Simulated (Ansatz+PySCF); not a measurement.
Two shapes of singlet CH4S.

Shape 1:

```xyz
6

C     0.0000   -0.0273   -1.1485
S     0.0000   -0.0596    0.6634
H     0.0000   -1.0768   -1.4741
H    -0.8999    0.4586   -1.5509
H     0.8999    0.4586   -1.5509
H     0.0000    1.2772    0.8519
```

Shape 2:

```xyz
6

C     0.0000   -0.0295   -1.2404
S     0.0000   -0.0644    0.7165
H     0.0000   -1.1629   -1.5920
H    -0.9719    0.4953   -1.6749
H     0.9719    0.4953   -1.6749
H     0.0000    1.3794    0.9200
```

Basis set: def2-SVP (spherical functions). Left uncorrelated: 6 orbitals. Charge 0, multiplicity 1.

Computed with Ansatz (development build ahead of 0.2.0); each method stands on the lowest determinant of its kind that the runs found.

Question: Which shape is lower in energy, and by how much in each method?

Answer:

```
     method  E(2) − E(1) (eV)
    RHF-MP2             0.718
    UHF-MP2             0.718
   RHF-CCSD             0.664
   UHF-CCSD             0.664
RHF-CCSD(T)             0.631
```

Shape 1 is lower.
